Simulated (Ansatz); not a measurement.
Ansatz input

```yaml
crystal:
  lattice:
    - [3.8624323217, 0.0, 0.0]
    - [-1.9312161608, 3.344964511, 0.0]
    - [0.0, 0.0, 12.3901758217]
  atoms:
    - { symbol: La, position: [0.0, 1.0, 1.0], spin: 1.0, spin_axis: [0, 0, 1] }
    - { symbol: La, position: [0.0, 1.0, 0.5], spin: 1.0, spin_axis: [0, 0, 1] }
    - { symbol: La, position: [0.3333333333, 0.6666666667, 0.75], spin: 1.0, spin_axis: [0, 0, 1] }
    - { symbol: La, position: [0.6666666667, 0.3333333333, 0.25], spin: 1.0, spin_axis: [0, 0, 1] }
hamiltonian:
  xc: blyp
  pseudopotentials:
    kind: paw_fr
    azcp:
      La: "pseudopotentials/La.paw.azcp"
basis:
  ecutwfc: 420
  fft_grid_basis: typed
kpoints:
  mp_grid: { grid: [9, 9, 3], shift: [0, 0, 0] }
magnetization:
  noncollinear: true
  spin_orbit: true
scf:
  occupations: { method: fermi_dirac, width: 0.05 }
```

Terminal output

```
Engine: ansatz 0.2.0, x86_64-unknown-linux-gnu
Pseudopotentials: kind: paw_fr
Pseudopotential: La, paw_fr, valence charge 11, recommended cutoff 420 eV (normal) 
Functional definition: BLYP
  parameter beta = 0.0042
  parameter a = 0.04918
  parameter b = 0.132
  parameter c = 0.2533
  parameter d = 0.349
  exchange = b88_x(beta = beta)
  correlation = lyp_c(a = a, b = b, c = c, d = d)
Crystal: 4 atoms, lattice volume = 160.077 Å³
Basis set: ecut = 420 eV, 3125 PW (Γ), exchange–correlation on 54×54×180 points (8 copies of the dense FFT grid, shifted against one another)
Bands: 54, of which v1, the nominal top of the filled ones, is band 44 counted from 1 (43 counted from 0)
Symmetry: 12 space group operations + 12 with time reversal
Magnetic group: BNS 194.270 (UNI 1500), of the structure as read, at distance tolerance 5.4e-5 Å
k-points: 24 of 243 (time reversal used)
Projection manifold: j_resolved (fully-relativistic pseudo-atomic orbitals)
Non-local potential: La, projectors of the file, l = 0: 3, l = 1: 4, l = 2: 4, l = 3: 6
PAW form: soft (Blöchl's): semilocal exchange-correlation on the pseudo side does not see the compensation charge
PAW frozen core: La, regenerated for the run's functional, and the local potential with it (the file was generated under x = pbe(κ = 0.804, μ = 0.2195149727645171), c = pbe(β = 0.06672455060314922))
PAW one-centre angular grid: La, 590 points (default); XC on its mesh's 2815 points in the sphere
Initial density: superposition of atomic densities (chi_scale 0.1, normalization cell)
Starting moments: Σ|m| = 4 μB on 4 of 4 sites
Initial wavefunctions: pseudopotential atomic-orbital guess
Functional: x = b88, c = lyp
iter 1 solved again at ethr=1.13e-3 eV; its pass at ethr=3.10e-3 eV (dr2=4.99e-1 eV) is discarded
SCF iter   1: F=—  HF=-25097.267817 eV  |F-HF|=—  |Δ(HF+E_count)|=         —  Δρ=3.77e-2  dr2=5.03e-1  dr2_m=5.21e-1  ethr=1.13e-3  |M|=1.06e0 ∫|m|=1.06e0 μB  |m|>n=0.0e0 m-floor=0.0e0 τ_xc=9.2e-20  β_m=0.30  ⟨swp⟩=1.0  Hψ=10327  notcnv=0
spin=Noncollinear: Kerker preconditioning applied to the charge; magnetization (m_x, m_y, m_z) channels mix plain (no charge-response kernel on spin).
...
SCF iter  13: F=-25097.467830 eV  HF=-25097.467830 eV  |F-HF|=2.95e-8  |Δ(HF+E_count)|=   8.17e-7  Δρ=4.56e-6  dr2=5.49e-10  dr2_m=7.65e-9  ethr=1.69e-11  |M|=1.04e-4 ∫|m|=6.00e-4 μB  |m|>n=0.0e0 m-floor=0.0e0 τ_xc=1.5e-10  β_m=0.97  ⟨swp⟩=5.3  Hψ=4064  notcnv=0
iter 14 did not close the SCF: its close was put off for a magnetic moment that had not settled (scf_convergence_deferred on its scf_iter line)
SCF iter  14: F=-25097.467830 eV  HF=-25097.467830 eV  |F-HF|=2.18e-9  |Δ(HF+E_count)|=   5.57e-8  Δρ=1.10e-6  dr2=4.68e-11  dr2_m=4.40e-10  ethr=1.25e-12  |M|=7.82e-5 ∫|m|=1.46e-4 μB  |m|>n=0.0e0 m-floor=0.0e0 τ_xc=1.6e-11  β_m=0.99  ⟨swp⟩=1.0  Hψ=5741  notcnv=0
SCF iter  15: F=-25097.467830 eV  HF=-25097.467830 eV  |F-HF|=1.71e-10  |Δ(HF+E_count)|=   3.99e-9  Δρ=3.15e-7  dr2=1.92e-12  dr2_m=3.65e-11  ethr=1.00e-12  |M|=7.24e-7 ∫|m|=4.43e-5 μB  |m|>n=0.0e0 m-floor=0.0e0 τ_xc=2.2e-12  ⟨swp⟩=1.0  Hψ=4300  notcnv=0
WARN: the starting moments were not kept: the SCF closed with an absolute magnetisation of 4.4e-5 μB, where they sum to 4 μB in size (4 sites). That is at most 0.1 of that sum. Measured as dr2_m measures the in/out step, that magnetisation stands 5.3e-11 eV from none, at or under the dr2_threshold of 1.0e-7 eV: it is no larger than a step whose dr2_m would equal this threshold. The system may hold no moment; this SCF shows only that its start led to no more than that. To try another start: raise the starting moments (crystal.atoms[].spin, magnetization.per_species, magnetization.initial_magnetization, or on a non-collinear deck that types none of these the spinor_matrix: blocks that start its atoms; where the total moment is fixed, keep their sum and leave initial_magnetization as it is; typed ones take the place of any that the run laid by itself, positive ones on a crystal's lanthanoids without a Hubbard term where scf.initial_density.shell_occupations: [] is typed) or, if the notice of its spin-set hold's release reads "site moments contracting" or "site moments show no strong build", lengthen the hold (scf.mixing.spin_hold: { on: { confirm: 4 } }; for m-r²SCAN on two components see the key's manual first). Each may lead to a state that holds a moment. A second SCF, from the converged charge density, with the starting moments and any scf.initial_density.shell_occupations laid on it anew, would have followed, and was not run: the deck does not ask for one (magnetization.retry_lost_moments is false, the default). To let it run, set magnetization.retry_lost_moments: true and run the deck again, where that key's refused combinations let it; where memory then withholds it, that run's warning says so.
SCF 1 converged in 15 iterations: F = -25097.467830 eV  dr2 = 1.92e-12
SCF converged after 15 iterations
Stability not checked: this state was not tested for a lower state beside it, because this non-collinear magnet's GGA is evaluated by the locally collinear projection, under which the energy is not smooth in the magnetisation (locally_collinear_gga; see scf.lower_state_search)
Magnetization: |M| = 0.0000 μB,  M = (+0.0000, +0.0000, +0.0000) μB
Absolute magnetization: 0.0000 μB (∫|m|, with the PAW one-centre terms)
  site 0: m = (+0.0000, +0.0000, +0.0000) μB, |m| = 0.0000 μB  (R = 1.57 Å)
  site 1: m = (+0.0000, -0.0000, +0.0000) μB, |m| = 0.0000 μB  (R = 1.57 Å)
  site 2: m = (+0.0000, +0.0000, +0.0000) μB, |m| = 0.0000 μB  (R = 1.57 Å)
  site 3: m = (-0.0000, -0.0000, +0.0000) μB, |m| = 0.0000 μB  (R = 1.57 Å)
Free energy (F): -25097.467830 eV
Harris-Foulkes:  -25097.467830 eV  (|F-HF|=1.71e-10)
Internal energy: -25097.407925 eV  (E = F + TS)
E sigma→0 (E₀):  -25097.437878 eV
Entropy (-TS):   -0.059905 eV (-14.976 meV/atom)
Fermi energy:    10.637539 eV
--- Per-component energies (eV) ---
  E_band       = -208.506942
  E_kinetic    = 768.396949
  E_local      = -1443.531102  (includes V_loc(G=0)·N_el)
  E_nonlocal   = 378.076353
  E_hartree    = 456.720876
  E_xc         = -543.204670
  E_vxc        = -573.185227  (∫ρ·V_xc dr)
  E_paw        = -21771.911632  (= ΣΔE_a)
  E_vpaw       = -251.705699  (= ΣTr[D̂ρ^β])
  E_aug_tail   = -0.000001  (compensation charges beyond the density's cutoff)
  E_ewald      = -2942.303206
  E_core_change = 0.348506  (= ΣΔE_core)
  E_smearing   = -0.059905  (= −TS)
  E_closure    = 0.000000  (closes the sum)
  Σ components = -25097.467830   (vs F -25097.467830, Δ=0.00e0)
```
